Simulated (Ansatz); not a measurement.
A run of Ansatz (development build ahead of 0.2.0) on singlet PHO at this shape:

| atom | x (Å) | y (Å) | z (Å) |
| --- | --- | --- | --- |
| H | 0.0377 | 0.2638 | -1.1802 |
| P | 0.0104 | -0.5624 | -0.0297 |
| O | -0.0476 | 0.2957 | 1.1708 |

Its results:

| Item | Value |
| --- | --- |
| Converged | yes |
| Reference energy | -415.97023 hartree |
| Correlation energy | -0.30139 hartree |
| Total energy | -416.27162 hartree |
| Spin squared of the determinant | 0.000 |
| Stability test | minimum among restricted orbitals |
| Occupied orbitals by symmetry in an Abelian subgroup (alpha; beta) | 10 A' 2 A''; 10 A' 2 A'' |

Messages of the program:
```
mean field -11319.12670442 eV, -415.9702340079 hartree, gradient 1.7e-6 eV, S^2 0.000000; 0 other ends of a descent, 0 dependent functions left out; unlike orbitals of the two spins would lower it
```

Task: Which input gives this output? Name the method, the orbitals and the basis set, and write the input.

Result: RHF-MP2 in def2-SVP. An unrestricted run that stays on the closed shell gives the same numbers.

```yaml
crystal:
  periodic: [false, false, false]
  atoms:
    - { symbol: H, position_ang: [0.03771, 0.26383, -1.1802] }
    - { symbol: P, position_ang: [0.01042, -0.56235, -0.02967] }
    - { symbol: O, position_ang: [-0.04755, 0.29573, 1.1708] }
basis:
  gaussian: { orbitals: def2-SVP }
hamiltonian:
  xc: hf
correlation:
  method: mp2
  frozen_orbitals: { H: 0, O: 1, P: 5 }
```
